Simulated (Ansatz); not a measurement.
Barrier H + CH3F (SMILES CF) via CH4F, on the benchmark's geometries as Psi4's copy gives them; open shells unrestricted, no zero-point energy, no spin–orbit coupling.
Transition structure (charge 0, multiplicity 2):
```xyz
6

H     -0.040     0.000     0.044
F     -0.049     0.000     1.283
C     -0.062     0.000     2.951
H      0.990     0.000     3.194
H     -0.590     0.912     3.183
H     -0.590    -0.912     3.183
```

Frozen-core correlation. CBS: X⁻³ extrapolation of the correlation energy, Hartree–Fock from the larger set. MP2 and its Hartree–Fock in aug-cc-pVQZ are density fitted.

Programs: Ansatz (Gaussian basis) for Hartree–Fock, density functionals and correlated methods. Values without a source in brackets are computed.

Barrier heights (kcal/mol): PBE/def2-TZVPPD 18.26; B3LYP/def2-TZVPPD 21.64; wB97M-V/def2-TZVPPD 28.18; MP2/CBS(aug-cc-pVTZ, aug-cc-pVQZ) + ΔCCSD(T)/aug-cc-pVTZ 30.17.

Problem. With all else equal, by what factor does exp(−ΔE‡/RT) at 298.15 K differ from its value at MP2/CBS(aug-cc-pVTZ, aug-cc-pVQZ) + ΔCCSD(T)/aug-cc-pVTZ?

Solution. 
RT = 0.5925 kcal/mol, so the factor is exp(−(ΔE‡ − 30.17)/RT): PBE/def2-TZVPPD 5.4e+08; B3LYP/def2-TZVPPD 1.8e+06; wB97M-V/def2-TZVPPD 29. Each 1.36 kcal/mol is a factor of ten. MP2/CBS(aug-cc-pVTZ, aug-cc-pVQZ) + ΔCCSD(T)/aug-cc-pVTZ is the comparison, a level with limits of its own.

Ansatz is a quantum-chemistry and plane-wave program.
